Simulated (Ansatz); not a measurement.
Geometry optimisation, RKS B3LYP-D4/def2-SVP in Ansatz.

Input file:

```yaml
crystal:
  periodic: [false, false, false]
  atoms:
    - { symbol: S, position_ang: [-1.2796, -1.2028, -1.1768] }
    - { symbol: Al, position_ang: [0.4636, 0.0394, -0.5001] }
    - { symbol: S, position_ang: [1.3821, -0.3922, 1.4995] }
    - { symbol: H, position_ang: [-2.15, -0.2442, -0.5903] }
    - { symbol: H, position_ang: [1.0569, 1.1967, -1.442] }
    - { symbol: H, position_ang: [0.35243, 1.50203, -0.03111] }
basis:
  gaussian: { orbitals: def2-SVP }
hamiltonian:
  xc: b3lyp
  dispersion: d4
relax:
  f_tol: 0.02
  max_steps: 50
```

Launched with:

```bash
$ ansatz run input.yaml --threads 1 --pin off --max-ram 2048MiB --backend cpu --events-out ev --progress --plain --runs-dir out
```

**Question.** Where does it end, and by what steps?

**Answer.** The forces met the threshold. The force dipped under the threshold on the way, but the program's further checks kept it going. After 17 steps the energy has fallen by 4.247 eV; H6 moved furthest, 1.74 Å. Parted: Al2–H6 (1.54 → 2.66 Å). Joined: S3–H6 (2.64 → 1.35 Å).

| step | energy less start (eV) | largest force component (eV/Å) | accepted |
| --- | --- | --- | --- |
| 0 | 0.0000 | 3.167 | yes |
| 1 | -0.7203 | 1.481 | yes |
| 2 | -1.4281 | 1.680 | yes |
| 3 | -2.2723 | 2.199 | yes |
| 4 | -3.2224 | 1.384 | yes |
| 5 | -3.5467 | 1.159 | yes |
| 6 | -3.7583 | 0.602 | yes |
| 7 | -3.8943 | 0.445 | yes |
| 8 | -3.9830 | 0.648 | yes |
| 9 | -4.0422 | 0.754 | yes |
| 10 | -4.1170 | 0.356 | yes |
| 11 | -4.1826 | 0.256 | yes |
| 12 | -4.2351 | 0.207 | yes |
| 13 | -4.2440 | 0.050 | yes |
| 14 | -4.2473 | 0.012 | yes |
| 15 | -4.2473 | 0.033 | yes |
| 16 | -4.2474 | 0.046 | yes |
| 17 | -4.2475 | 0.001 | yes |

```xyz
6
Properties=species:S:1:pos:R:3
S -1.585 -0.870 -1.529
Al 0.166 0.273 -0.877
S 0.504 0.508 1.278
H -2.020 -1.144 -0.275
H 1.129 0.891 -1.956
H 1.631 1.241 1.118
```

Time of the run: 43 s on 1 thread of Arm Neoverse V1 (shared host), peak memory 0.13 GiB.
